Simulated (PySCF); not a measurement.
PySCF input (HF/def2-TZVPD):

```python
from pyscf import gto, scf, dft

mol = gto.M(
    atom='''
    C     1.26685564    0.06866209   -0.09502111
    C     0.00340786   -0.07066892    0.38584788
    C    -1.26850322   -0.03449626   -0.09152220
    H     1.52547013   -0.14430834   -1.14291967
    H     2.10459149    0.36655019    0.53354538
    H    -1.54432028    0.53520516   -0.99135246
    H    -2.09630303   -0.53842847    0.40489928
    ''',
    basis='def2-tzvpd',
    charge=-1,
    spin=1,
    verbose=4,
)

mf = scf.UHF(mol).density_fit(auxbasis='def2-universal-jkfit')
mf.conv_tol = 1e-9
mf.max_cycle = 100
mf.max_memory = 1500
mf.kernel()
if not mf.converged:
    mf = mf.newton()
    mf.kernel(mf.make_rdm1())
for _ in range(2):
    mo, _, stable, _ = mf.stability(return_status=True)
    if stable:
        break
    mf.kernel(mf.make_rdm1(mo, mf.mo_occ))
mf.analyze()
```

End of the output:

```
Extra cycle  E= -115.838556578502  delta_E= -6.58e-11  |g|= 3.99e-06  |ddm|= 0.000111
converged SCF energy = -115.838556578502  <S^2> = 0.78254723  2S+1 = 2.0322866
uhf_internal: lowest eigs of H = [0.06890003 0.12289908 0.15967136]
<class 'pyscf.df.df_jk.DFUHF'> wavefunction is stable in the internal stability analysis
**** SCF Summaries ****
Total Energy =                        -115.838556578501993
Nuclear Repulsion Energy =              58.136876810701317
One-electron Energy =                 -275.311892753045868
Two-electron Energy =                  101.336459363842550
Two-electron Coulomb Energy =          118.406631287001872
DFT Exchange-Correlation Energy =      -17.070171923159322
HOMO-LUMO gap [eV] =                     6.633393299797148
**** MO energy ****
                             alpha | beta                alpha | beta
MO #1   energy= -11.0156720290644  | -11.0011334016242  occ= 1 | 1
MO #2   energy= -10.9885801838794  | -10.984071512718   occ= 1 | 1
MO #3   energy= -10.98851540129    | -10.9839929844216  occ= 1 | 1
MO #4   energy= -0.829701568038612 | -0.795872182176183 occ= 1 | 1
MO #5   energy= -0.697293394867287 | -0.676416649616314 occ= 1 | 1
MO #6   energy= -0.495894443933942 | -0.467799341690906 occ= 1 | 1
MO #7   energy= -0.387631807960338 | -0.363506236718508 occ= 1 | 1
MO #8   energy= -0.375248365309072 | -0.357483666814122 occ= 1 | 1
MO #9   energy= -0.33626378906845  | -0.32623630011846  occ= 1 | 1
MO #10  energy= -0.186292036317898 | -0.153943336673791 occ= 1 | 1
MO #11  energy= -0.149978934142727 | -0.055948358809534 occ= 1 | 1
MO #12  energy= -0.0214862266891203 | 0.222286482827466  occ= 1 | 0
MO #13  energy= 0.225981913254383  | 0.232940575630628  occ= 0 | 0
MO #14  energy= 0.231450462084323  | 0.250337866460313  occ= 0 | 0
MO #15  energy= 0.248944656017164  | 0.291996397919891  occ= 0 | 0
MO #16  energy= 0.305328763441391  | 0.308210279555262  occ= 0 | 0
MO #17  energy= 0.306984427592879  | 0.332152059385245  occ= 0 | 0
MO #18  energy= 0.339826600243602  | 0.34652078434595   occ= 0 | 0
MO #19  energy= 0.352625727473098  | 0.357498486324671  occ= 0 | 0
MO #20  energy= 0.366615305997334  | 0.370044126827988  occ= 0 | 0
MO #21  energy= 0.387872656897525  | 0.391684962124944  occ= 0 | 0
MO #22  energy= 0.389972009771023  | 0.3934640077895    occ= 0 | 0
MO #23  energy= 0.40732272246696   | 0.426587466747157  occ= 0 | 0
MO #24  energy= 0.423671632378159  | 0.430726773705064  occ= 0 | 0
MO #25  energy= 0.427395834848767  | 0.442757513750391  occ= 0 | 0
MO #26  energy= 0.442254867688117  | 0.448543058563351  occ= 0 | 0
MO #27  energy= 0.485529599405548  | 0.489528776082189  occ= 0 | 0
MO #28  energy= 0.50238360415227   | 0.507792205540275  occ= 0 | 0
MO #29  energy= 0.504622382210403  | 0.514141872418372  occ= 0 | 0
MO #30  energy= 0.512679074814028  | 0.515790733496311  occ= 0 | 0
MO #31  energy= 0.515095318506508  | 0.520118285727031  occ= 0 | 0
MO #32  energy= 0.519483663759565  | 0.53065596776528   occ= 0 | 0
MO #33  energy= 0.535536242130002  | 0.540725245003696  occ= 0 | 0
MO #34  energy= 0.543950696724374  | 0.545504922423043  occ= 0 | 0
MO #35  energy= 0.559169255278191  | 0.562817463886318  occ= 0 | 0
MO #36  energy= 0.585801458600376  | 0.586805458042814  occ= 0 | 0
MO #37  energy= 0.600956776145723  | 0.603419348449081  occ= 0 | 0
MO #38  energy= 0.612520769217376  | 0.619013291345586  occ= 0 | 0
MO #39  energy= 0.615182692178169  | 0.624677761338601  occ= 0 | 0
MO #40  energy= 0.62144122574649   | 0.627889072089123  occ= 0 | 0
MO #41  energy= 0.635389196484328  | 0.642193734403007  occ= 0 | 0
MO #42  energy= 0.642730489819912  | 0.643761680987472  occ= 0 | 0
MO #43  energy= 0.667600269019277  | 0.674117749916148  occ= 0 | 0
MO #44  energy= 0.673352831762016  | 0.677579529543886  occ= 0 | 0
MO #45  energy= 0.678186001885233  | 0.680216049907362  occ= 0 | 0
MO #46  energy= 0.702985312550001  | 0.706013314703169  occ= 0 | 0
MO #47  energy= 0.716315418823878  | 0.720090018069552  occ= 0 | 0
MO #48  energy= 0.739394353422086  | 0.747206584324775  occ= 0 | 0
MO #49  energy= 0.783160415674025  | 0.79037872050189   occ= 0 | 0
MO #50  energy= 0.787566882822277  | 0.799720545938865  occ= 0 | 0
MO #51  energy= 0.794229023210222  | 0.804451914069495  occ= 0 | 0
MO #52  energy= 0.853702013815602  | 0.868006603686555  occ= 0 | 0
MO #53  energy= 0.876728183822983  | 0.886839419702754  occ= 0 | 0
MO #54  energy= 0.893135376985956  | 0.904521318035463  occ= 0 | 0
MO #55  energy= 0.901999745453864  | 0.90842553451582   occ= 0 | 0
MO #56  energy= 0.926763068218481  | 0.935884278153714  occ= 0 | 0
MO #57  energy= 0.934878600546236  | 0.939587201539132  occ= 0 | 0
MO #58  energy= 0.977974059325103  | 1.00286211928401   occ= 0 | 0
MO #59  energy= 1.04822631122726   | 1.05486409986026   occ= 0 | 0
MO #60  energy= 1.0587333026525    | 1.06702217986045   occ= 0 | 0
MO #61  energy= 1.07582107571421   | 1.08202922949933   occ= 0 | 0
MO #62  energy= 1.09624375921529   | 1.10455405407952   occ= 0 | 0
MO #63  energy= 1.09690755874408   | 1.10604007200378   occ= 0 | 0
MO #64  energy= 1.13350894704001   | 1.14369166266562   occ= 0 | 0
MO #65  energy= 1.20755369323673   | 1.22002506224337   occ= 0 | 0
MO #66  energy= 1.21972283719772   | 1.23538693897391   occ= 0 | 0
MO #67  energy= 1.24523660625898   | 1.25409440660528   occ= 0 | 0
MO #68  energy= 1.29311181455523   | 1.30709481679891   occ= 0 | 0
MO #69  energy= 1.3284362696048    | 1.33961485264532   occ= 0 | 0
MO #70  energy= 1.40062921038892   | 1.41045100752666   occ= 0 | 0
MO #71  energy= 1.47391736001311   | 1.4888984773386    occ= 0 | 0
MO #72  energy= 1.50172989183157   | 1.5209258316643    occ= 0 | 0
MO #73  energy= 1.5145245748239    | 1.53047551138952   occ= 0 | 0
MO #74  energy= 1.56205611887376   | 1.57207441067618   occ= 0 | 0
MO #75  energy= 1.62051299429674   | 1.62742753212843   occ= 0 | 0
MO #76  energy= 1.69415288349409   | 1.70489025380732   occ= 0 | 0
MO #77  energy= 1.70647935414469   | 1.72429651597301   occ= 0 | 0
MO #78  energy= 1.81912310060611   | 1.83202604073566   occ= 0 | 0
MO #79  energy= 1.88387476533183   | 1.89199159250881   occ= 0 | 0
MO #80  energy= 1.98891921173577   | 1.99948662231348   occ= 0 | 0
MO #81  energy= 2.06557172712889   | 2.07689094651094   occ= 0 | 0
MO #82  energy= 2.19296436410663   | 2.21328325191141   occ= 0 | 0
MO #83  energy= 2.22613967532491   | 2.24809749873537   occ= 0 | 0
MO #84  energy= 2.24417796132859   | 2.25087063766297   occ= 0 | 0
MO #85  energy= 2.28954536673226   | 2.30966476453866   occ= 0 | 0
MO #86  energy= 2.30585140928687   | 2.31210811123912   occ= 0 | 0
MO #87  energy= 2.34979348581865   | 2.35346161396939   occ= 0 | 0
MO #88  energy= 2.35373307579131   | 2.35811424370394   occ= 0 | 0
MO #89  energy= 2.36888928326419   | 2.37550341171838   occ= 0 | 0
MO #90  energy= 2.40713012181799   | 2.41677455192623   occ= 0 | 0
MO #91  energy= 2.41629420021801   | 2.42379998364757   occ= 0 | 0
MO #92  energy= 2.43173575542918   | 2.44119216025404   occ= 0 | 0
MO #93  energy= 2.50658410822792   | 2.51255632824094   occ= 0 | 0
MO #94  energy= 2.56211524750712   | 2.56815150352316   occ= 0 | 0
MO #95  energy= 2.59893497290396   | 2.60687143907139   occ= 0 | 0
MO #96  energy= 2.6056238947552    | 2.61193958836619   occ= 0 | 0
MO #97  energy= 2.74508951738234   | 2.7509668152192    occ= 0 | 0
MO #98  energy= 2.77736511802113   | 2.78604898620085   occ= 0 | 0
MO #99  energy= 2.91705360719228   | 2.92613671373818   occ= 0 | 0
MO #100 energy= 2.9425471032334    | 2.95126880461461   occ= 0 | 0
MO #101 energy= 2.97884493179554   | 2.98648054218693   occ= 0 | 0
MO #102 energy= 3.02633427667265   | 3.03386936114206   occ= 0 | 0
MO #103 energy= 3.06334039099286   | 3.06914584697135   occ= 0 | 0
MO #104 energy= 3.08553353821136   | 3.09204153181845   occ= 0 | 0
[...]
```
